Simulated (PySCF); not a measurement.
# Löwdin shares of the frontier orbitals

Species: C5H11P.
Cartesian coordinates in Å at the PBE0-D3(BJ)/def2-SVP level; atoms count from 1:
```xyz
17
C5H11P angstrom
C      2.8766   -0.3387    0.5553
C      2.0765    0.8640    0.1814
C      0.8586    0.8690   -0.3776
P     -0.1149   -0.5692   -0.9449
C     -1.8348    0.0838   -0.6624
C     -2.1730    0.5424    0.7461
H      3.8839   -0.2924    0.1096
H      3.0212   -0.3951    1.6480
H      2.4066   -1.2767    0.2267
H      2.5428    1.8345    0.3947
H      0.4080    1.8405   -0.6187
H     -0.0311   -1.3685    0.2394
H     -2.5211   -0.7131   -0.9942
H     -1.9648    0.9042   -1.3898
H     -1.4855    1.3313    1.0882
H     -3.1991    0.9405    0.8042
H     -2.0956   -0.2909    1.4619
```

Method used: PySCF 2.14.0, density-fitted response routines, TDDFT B3LYP/def2-SVPD, vertical, gas phase, core orbitals frozen in the response.

Frontier orbitals with the atoms that hold most of them (Löwdin shares over 4%, at most four atoms; ? is withheld):

```csv
orbital,ε (eV),atoms
LUMO+2,0.60,"C1 18%, C2 14%, P4 11%, C3 9%"
LUMO+1,0.44,"P4 22%, C5 16%, C6 15%, H12 9%"
LUMO,-0.20,?
HOMO,?,?
HOMO-1,-7.79,"C3 32%, P4 22%, C2 20%, C1 6%"
HOMO-2,-8.82,"C5 23%, P4 20%, C3 12%, C6 10%"
HOMO-3,-9.11,"P4 20%, H12 16%, C5 15%, C3 10%"
```

(1) Give the leading atoms of the LUMO.

(2) Which atoms hold the HOMO, and with what shares?

(3) What is the HOMO energy, and the HOMO–LUMO gap?

## Answers

(1) C3 (bonded to C, P and H) 29%; C2 (bonded to 2 C and H) 28%; P4 (bonded to 2 C and H) 15%; C1 (bonded to C and 3 H) 6%. By element: carbon 63% or more, phosphorus 15%.

(2) P4 (bonded to 2 C and H) 42%; C3 (bonded to C, P and H) 17%; C2 (bonded to 2 C and H) 17%; C5 (bonded to C, P and 2 H) 6%. By element: phosphorus 42%, carbon 40% or more.

(3) ε(HOMO) = -6.09 eV; the gap is 5.89 eV (0.2165 hartree).

Problem. How does S1 compare with the orbital gap of 5.89 eV?

Solution. S1 is at 5.38 eV (f = 0.150), 0.51 eV below the gap, made of HOMO→LUMO (89%). Without the coupling terms of the response equations the lowest excitation would equal the gap.

Problem. One configuration dominates each of S1 and S2. Which, and how do the shares of the two leading atoms of either orbital change from the occupied to the empty one?

Solution. 
- S1 (5.38 eV, f 0.150), HOMO→LUMO (89%): P4 42% → 15%, C3 17% → 29%, C2 17% → 28%
- S2 (5.73 eV, f 0.082), HOMO→LUMO+1 (88%): P4 42% → 22%, C3 17% → at most 9%, C5 6% → 16%

One conformer stands for the species.
